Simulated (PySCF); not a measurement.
Basis-set dependence of population analyses: PF2PH2

Species: PF2PH2, F2H2P2.
Structure used (PBE0-D3(BJ)/def2-SVP), in Å, numbered top down from 1:
```xyz
6
F2H2P2 angstrom
F     -1.403   -0.975   -1.080
P     -0.865    0.421   -0.475
F     -1.764    0.481    0.864
P      0.958   -0.428    0.507
H      1.396    0.881    0.888
H      1.683   -0.377   -0.727
```

PBE0 throughout (PySCF), one geometry, spherical d and f functions. The structure is a single PBE0-D3(BJ)/def2-SVP conformer in the gas phase; no vibrational or solvent corrections. Atoms taken as equivalent share a column and are averaged.

Mulliken charges (e):

| basis | functions | F1/F3 | P2 | P4 | H5/H6 |
| --- | --- | --- | --- | --- | --- |
| pcSseg-0 | 48 | -0.477 | +0.971 | -0.242 | +0.112 |
| cc-pVDZ | 74 | -0.309 | +0.636 | -0.095 | +0.038 |
| aug-cc-pVDZ | 118 | -0.467 | +0.929 | -0.792 | +0.398 |
| cc-pVTZ | 156 | -0.273 | +0.548 | -0.089 | +0.044 |
| IGLO-III | 178 | -0.403 | +0.760 | +0.134 | -0.044 |

IAO charges (e):

```json
{"basis": "pcSseg-0", "functions": "48", "F1/F3": "-0.418", "P2": "+0.843", "P4": "-0.068", "H5/H6": "+0.031"}
{"basis": "cc-pVDZ", "functions": "74", "F1/F3": "-0.470", "P2": "+0.961", "P4": "-0.021", "H5/H6": "0.000"}
{"basis": "aug-cc-pVDZ", "functions": "118", "F1/F3": "-0.486", "P2": "+0.982", "P4": "-0.020", "H5/H6": "+0.006"}
{"basis": "cc-pVTZ", "functions": "156", "F1/F3": "-0.490", "P2": "+1.001", "P4": "-0.022", "H5/H6": "+0.001"}
{"basis": "IGLO-III", "functions": "178", "F1/F3": "-0.496", "P2": "+1.005", "P4": "-0.010", "H5/H6": "-0.002"}
```

Hirshfeld charges (e):

```
      basis  functions   F1/F3      P2      P4   H5/H6
   pcSseg-0         48  -0.181  +0.350  +0.023  -0.005
    cc-pVDZ         74  -0.149  +0.291  +0.022  -0.008
aug-cc-pVDZ        118  -0.161  +0.303  +0.030  -0.006
    cc-pVTZ        156  -0.150  +0.290  +0.023  -0.006
   IGLO-III        178  -0.161  +0.303  +0.033  -0.007
```

ESP-fitted charges (e):

```json
{"basis": "pcSseg-0", "functions": "48", "F1/F3": "-0.132", "P2": "+0.253", "P4": "-0.344", "H5/H6": "+0.177"}
{"basis": "cc-pVDZ", "functions": "74", "F1/F3": "-0.087", "P2": "+0.135", "P4": "-0.175", "H5/H6": "+0.107"}
{"basis": "aug-cc-pVDZ", "functions": "118", "F1/F3": "-0.080", "P2": "+0.095", "P4": "-0.131", "H5/H6": "+0.098"}
{"basis": "cc-pVTZ", "functions": "156", "F1/F3": "-0.074", "P2": "+0.094", "P4": "-0.140", "H5/H6": "+0.098"}
{"basis": "IGLO-III", "functions": "178", "F1/F3": "-0.081", "P2": "+0.096", "P4": "-0.118", "H5/H6": "+0.092"}
```

Task: Which scheme is steadiest as the basis changes?

Result: Largest range over the bases for any column: Hirshfeld 0.06 e, IAO 0.16 e, ESP-fitted 0.23 e, Mulliken 0.93 e. Hirshfeld charges move least and Mulliken charges most, counted in e.

Task: How much do the charges still move between the two largest bases, cc-pVTZ and IGLO-III?

Result: At most, over all atoms: Mulliken 0.222 e, IAO 0.012 e, Hirshfeld 0.013 e, ESP-fitted 0.022 e.

Task: What do the same runs give for the total energy, the frontier levels and the dipole moment?

Result: 
| basis | energy (Eh) | HOMO (eV) | LUMO (eV) | μ (D) |
| --- | --- | --- | --- | --- |
| pcSseg-0 | -881.8679 | -7.53 | -0.85 | 3.05 |
| cc-pVDZ | -883.1859 | -7.20 | -0.44 | 2.00 |
| aug-cc-pVDZ | -883.2191 | -7.40 | -0.89 | 1.94 |
| cc-pVTZ | -883.3033 | -7.29 | -0.67 | 1.83 |
| IGLO-III | -883.3102 | -7.32 | -0.67 | 1.89 |

The dipole is fixed by the density alone, so its range of 1.22 D shows that the density itself changes with the basis, not only its division among atoms.
